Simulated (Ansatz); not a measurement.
`N[SiH3]` + `[SiH3]`• → `N[SiH2]`• + SiH₄ at 500 K and 1 bar (hydrogen abstraction from the Si–H bond).

Computed with Ansatz on PBE0-D4/def2-TZVP structures; ΔE is electronic, products minus reactants. CBS: MP2 limit from def2 TZ/QZ plus the TZ coupled-cluster correction, frozen cores. This one scheme is used for every species. No spin–orbit coupling; open shells (•) take unrestricted orbitals.

```json
{"species": "`N[SiH3]`", "CCSD(T)/CBS energy (Eh)": "-346.80422", "H − E (kJ/mol)": "161.3", "S (J/(mol·K))": "303.9"}
{"species": "`[SiH3]`•", "CCSD(T)/CBS energy (Eh)": "-290.80808", "H − E (kJ/mol)": "75.1", "S (J/(mol·K))": "240.4"}
{"species": "`N[SiH2]`•", "CCSD(T)/CBS energy (Eh)": "-346.15077", "H − E (kJ/mol)": "134.4", "S (J/(mol·K))": "300.3"}
{"species": "SiH₄", "CCSD(T)/CBS energy (Eh)": "-291.46306", "H − E (kJ/mol)": "102.4", "S (J/(mol·K))": "230.9"}
```

H − E and S are ideal-gas, rigid-rotor, harmonic terms from PBE0-D4/def2-TZVP, with the whole ground term of open shells counted as degenerate. 1 Eh = 2625.50 kJ/mol, R = 8.31446 J/(mol·K).

Task: By hand: ΔE, ΔH, ΔS and ΔG.

Result: ΔE = (-346.15077) + (-291.46306) − (-346.80422) − (-290.80808) = -0.00153 Eh = -4.0 kJ/mol. Δ(H − E) = 134.4 + 102.4 − 161.3 − 75.1 = 0.4, so ΔH = -3.6 kJ/mol. ΔS = 300.3 + 230.9 − 303.9 − 240.4 = -13.1 J/(mol·K). ΔG = -3.6 − 500 × (-13.1)/1000 = 2.9 kJ/mol.

Task: By hand: the equilibrium constant, and the temperature at which ΔG would vanish if ΔH and ΔS stayed fixed.

Result: log₁₀ K = −ΔG/(RT ln 10) = -0.3. ΔG = 0 at ΔH/ΔS = 275 K, though so small a ΔH makes that figure unsure.

TΔS isn't small against ΔH here. The sign of ΔG lies within the doubt. A doubt of 5 kJ/mol in ΔE shifts log₁₀ K by 0.5 here. These are equilibria of isolated gas molecules and say nothing of rates. Largest T1 diagnostic: 0.015 (customary marks: 0.02 for closed shells, 0.045 for open ones).
